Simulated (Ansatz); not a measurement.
Cost and result for the atomization energy of `N=C[SiH3]` (8 atoms, 7 bonds).

| atom | x (Å) | y (Å) | z (Å) |
| --- | --- | --- | --- |
| N1 | -1.2963 | 0.7576 | 0.8235 |
| C2 | -0.1020 | 0.6711 | 0.4018 |
| Si3 | 0.4305 | -0.8402 | -0.5980 |
| H4 | -1.4474 | 1.6228 | 1.3479 |
| H5 | 0.6452 | 1.4562 | 0.6008 |
| H6 | 1.5577 | -1.5111 | 0.1045 |
| H7 | 0.9265 | -0.3899 | -1.9267 |
| H8 | -0.7142 | -1.7666 | -0.7537 |

Total charge 0; spin multiplicity 1. The geometry is a stationary point of PBE0-D4/def2-TZVP. It is one conformer, not always the lowest. Program: Ansatz. All runs use 2 threads of an Arm Neoverse V2 on a shared host. Times are those of one run each, without the atoms' runs, and a repeat can differ threefold. Electronic energies, without spin–orbit coupling; frozen cores. CCSD(T)/CBS adds CCSD(T) − MP2 in def2-TZVPP to the MP2 limit, and its time is that of the two runs behind it. T1 = 0.012; the RHF reference is unstable towards UHF. B3LYP takes the VWN-RPA correlation (the form of Gaussian; ORCA's B3LYP/G). HSE06 is the plane-wave form, built on full-range PBE exchange.

CCSD(T)/CBS is a level of theory with its own doubt, some kJ/mol a heavy atom from the limit and from the frozen cores, so smaller differences don't rank the functionals.

```json
{"level": "LDA (SPW92)/def2-TZVPP", "functions": "174", "wall time": "0.8 s", "atomization (kJ/mol)": "3057.9", "difference from CCSD(T)/CBS": "354.8", "per bond": "50.7"}
{"level": "CCSD(T)/def2-SVP", "functions": "71", "wall time": "1 s", "atomization (kJ/mol)": "2533.8", "difference from CCSD(T)/CBS": "-169.3", "per bond": "-24.2"}
{"level": "revPBE-D4/def2-TZVPP", "functions": "174", "wall time": "1.2 s", "atomization (kJ/mol)": "2686.9", "difference from CCSD(T)/CBS": "-16.2", "per bond": "-2.3"}
{"level": "PBE0-D4/def2-TZVPP", "functions": "174", "wall time": "1.8 s", "atomization (kJ/mol)": "2690.0", "difference from CCSD(T)/CBS": "-13.1", "per bond": "-1.9"}
{"level": "HSE06-D4/def2-TZVPP", "functions": "174", "wall time": "1.9 s", "atomization (kJ/mol)": "2692.0", "difference from CCSD(T)/CBS": "-11.1", "per bond": "-1.6"}
{"level": "B3LYP-D4/def2-TZVPP (with forces)", "functions": "174", "wall time": "2.2 s", "atomization (kJ/mol)": "2718.0", "difference from CCSD(T)/CBS": "14.9", "per bond": "2.1"}
{"level": "r2SCANh-D4/def2-TZVPP", "functions": "174", "wall time": "3.1 s", "atomization (kJ/mol)": "2672.2", "difference from CCSD(T)/CBS": "-30.9", "per bond": "-4.4"}
{"level": "r2SCAN-D4/def2-TZVPP (with forces)", "functions": "174", "wall time": "3.1 s", "atomization (kJ/mol)": "2690.2", "difference from CCSD(T)/CBS": "-12.9", "per bond": "-1.8"}
{"level": "ωB97X-V/def2-TZVPP", "functions": "174", "wall time": "5.5 s", "atomization (kJ/mol)": "2718.9", "difference from CCSD(T)/CBS": "15.8", "per bond": "2.3"}
{"level": "ωB97M-V/def2-TZVPP (with forces)", "functions": "174", "wall time": "7 s", "atomization (kJ/mol)": "2713.3", "difference from CCSD(T)/CBS": "10.2", "per bond": "1.5"}
{"level": "MP2/def2-QZVPP", "functions": "334", "wall time": "11 s", "atomization (kJ/mol)": "2681.1", "difference from CCSD(T)/CBS": "-22.0", "per bond": "-3.1"}
{"level": "CCSD(T)/def2-TZVPP", "functions": "174", "wall time": "20 s", "atomization (kJ/mol)": "2626.1", "difference from CCSD(T)/CBS": "-77.0", "per bond": "-11.0"}
{"level": "CCSD(T)/CBS(def2)", "functions": "–", "wall time": "31 s", "atomization (kJ/mol)": "2703.1", "difference from CCSD(T)/CBS": "0.0", "per bond": "0.0"}
```

At CCSD(T), def2-SVP lies −169.3 kJ/mol from the extrapolated value and def2-TZVPP −77.0 kJ/mol: correlation converges slowly with the basis, and small sets miss more of it in the bonded molecule than in its fragments. In def2-TZVPP, CCSD(T) changes the Hartree–Fock value by +709.9 kJ/mol (the triples alone add +39.8 kJ/mol) and MP2 by +718.9 kJ/mol; breaking electron pairs costs correlation energy, which Hartree–Fock lacks. From r2SCAN to r2SCAN0 (25 % exact exchange), in def2-TZVPP and without D4, the atomization energy moves by −44.1 kJ/mol: exact exchange takes away binding that semilocal exchange gives to molecules.
